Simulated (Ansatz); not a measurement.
# C5H7F: how energies converge with the basis set

How large a basis does C5H7F need? Two functionals are run in growing sets.

Program: Ansatz 0.2.0, Gaussian basis. Level of theory: one geometry, several basis sets. These are calculated values, not measurements.

Plan: PBE0-D4/def2-SVP; ωB97M-V/def2-SVP; PBE0-D4/def2-QZVPP; ωB97M-V/def2-QZVPP; the functionals' def2-TZVPP values are taken from earlier runs.

## (1) The relaxed structure

The geometry comes from an earlier relaxation with PBE0-D4 in a triple-zeta def2 set; it is a stationary point, not always the lowest conformer.

SMILES `C#CC(C)(C)F`, 13 atoms, charge 0, spin multiplicity 1.

Atoms are counted from 1 here; the program's logs count them from 0.

Bond lengths: C1–C2 1.199 Å, C1–H7 1.065 Å, C2–C3 1.464 Å, C3–C4 1.517 Å, C3–C5 1.517 Å, C3–F6 1.399 Å, C4–H8 1.091 Å, C4–H9 1.090 Å, C4–H10 1.091 Å, C5–H11 1.091 Å, C5–H12 1.091 Å, C5–H13 1.090 Å. Angles: C2–C1–H7 179.4°, C1–C2–C3 178.6°, C2–C3–C4 110.9°, C2–C3–C5 110.9°, C2–C3–F6 107.8°, C4–C3–C5 112.6°, C4–C3–F6 107.2°, C5–C3–F6 107.2°, C3–C4–H8 110.3°, C3–C4–H9 110.1°, C3–C4–H10 109.4°, H8–C4–H9 108.7°, H8–C4–H10 109.1°, H9–C4–H10 109.2°, C3–C5–H11 110.3°, C3–C5–H12 109.3°, C3–C5–H13 110.1°, H11–C5–H12 109.1° and more.

## (2) PBE0-D4 in def2-SVP

Input file in.yaml:

```yaml
crystal:
  periodic: [false, false, false]
  atoms:
    - {symbol: C, position_ang: [-0.736273, 1.226504, -2.059081]}
    - {symbol: C, position_ang: [-0.220474, 0.742659, -1.090589]}
    - {symbol: C, position_ang: [0.379776, 0.131418, 0.096026]}
    - {symbol: C, position_ang: [-0.429701, 0.452869, 1.338502]}
    - {symbol: C, position_ang: [0.574211, -1.360155, -0.103289]}
    - {symbol: F, position_ang: [1.648859, 0.694536, 0.271562]}
    - {symbol: H, position_ang: [-1.185315, 1.662359, -2.920221]}
    - {symbol: H, position_ang: [-1.437758, 0.045684, 1.249205]}
    - {symbol: H, position_ang: [-0.498502, 1.532542, 1.471860]}
    - {symbol: H, position_ang: [0.057042, 0.013482, 2.211042]}
    - {symbol: H, position_ang: [-0.388396, -1.850188, -0.255676]}
    - {symbol: H, position_ang: [1.054529, -1.783440, 0.780699]}
    - {symbol: H, position_ang: [1.202401, -1.543070, -0.975138]}
basis:
  gaussian: {orbitals: def2-SVP}
hamiltonian: {xc: pbe0, dispersion: d4}
output: {orbitals: {seedname: orbitals}}
```

Further steps of the session: ωB97M-V in def2-SVP; PBE0-D4 in def2-QZVPP; ωB97M-V in def2-QZVPP.

Q: Predict the results of all the runs planned. Wanted: PBE0-D4: double and triple zeta above quadruple; ωB97M-V: double and triple zeta above quadruple.

The runs gave:

```
                                       quantity          value
PBE0-D4: double and triple zeta above quadruple  9.57, 0.43 eV
ωB97M-V: double and triple zeta above quadruple  9.95, 0.41 eV
```

**Reading.** PBE0-D4 gains 9.14 eV from double to triple zeta, then 0.43 eV more. These are total energies; as a rule much of such shifts cancels in differences, which this series doesn't test. The LUMO of ωB97M-V is positive and keeps falling with the basis (3.00 to 1.69 eV): an unbound level that the basis holds in place.
